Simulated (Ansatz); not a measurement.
Method: frozen-core CCSD(T)/cc-pVTZ // PBE0-D4/def2-TZVP (Ansatz, a quantum-chemistry and plane-wave program).

Ansatz 0.2 input:
```yaml
crystal:
  periodic: [false, false, false]
  atoms:
    - { symbol: C, position_ang: [-1.28037, -0.143198, -0.057376] }
    - { symbol: C, position_ang: [0.027791, 0.413709, -0.191765] }
    - { symbol: C, position_ang: [1.25784, -0.189432, 0.211703] }
    - { symbol: H, position_ang: [-1.757589, -0.122516, -1.055818] }
    - { symbol: H, position_ang: [-1.333813, -1.126748, 0.40063] }
    - { symbol: H, position_ang: [-1.907936, 0.598052, 0.473288] }
    - { symbol: H, position_ang: [0.094473, 1.403287, -0.65068] }
    - { symbol: H, position_ang: [1.785755, 0.53054, 0.865854] }
    - { symbol: H, position_ang: [1.934777, -0.188885, -0.663925] }
    - { symbol: H, position_ang: [1.178679, -1.172763, 0.666446] }
basis:
  gaussian: { orbitals: cc-pVTZ }
correlation:
  method: ccsd_t
total_charge: 1
```

Output:

```
Functional definition: HF
1039 factors; integrals over basis functions are off by at most 9.7e-4 eV
mean field evaluation 1: about -3191.3196 eV, gradient 3.9e1 eV
mean field evaluation 2: about -3191.3196 eV, gradient 3.9e1 eV
mean field evaluation 4: about -3195.2307 eV, gradient 2.9e0 eV
mean field evaluation 8: about -3195.2808 eV, gradient 8.5e-4 eV
mean field evaluation 16: about -3195.2832 eV, gradient 2.3e-1 eV
mean field -3195.28080389 eV, -117.4244037039 hartree, gradient 1.7e-6 eV, S^2 0.000000; 0 other end points of the search recorded, 0 dependent functions left out
3 core orbitals not correlated
reference -3195.28080389 eV, -117.4244037039 hartree; 9, 9 occupied and 176, 176 virtual orbitals, 1039 factors
second order -13.29708294 eV of doubles, -0.00000000 eV of singles
cycle   1  -13.99799843 eV  change   -7.0e-1 eV  update   8.1e-2
cycle   2  -14.34233426 eV  change   -3.4e-1 eV  update   2.3e-2
cycle   3  -14.41641655 eV  change   -7.4e-2 eV  update   1.5e-2
cycle   4  -14.40986535 eV  change    6.6e-3 eV  update   5.0e-3
cycle   5  -14.40813522 eV  change    1.7e-3 eV  update   2.0e-3
cycle   6  -14.40802815 eV  change    1.1e-4 eV  update   4.4e-4
cycle   7  -14.40789194 eV  change    1.4e-4 eV  update   8.1e-5
cycle   8  -14.40789353 eV  change   -1.6e-6 eV  update   2.3e-5
cycle   9  -14.40789024 eV  change    3.3e-6 eV  update   5.4e-6
perturbative correction -0.54077895 eV, -0.0198732597 hartree
Total energy: -3210.22947307 eV, -117.9737571638 hartree
```

Cost: around 80 core-seconds (rough).
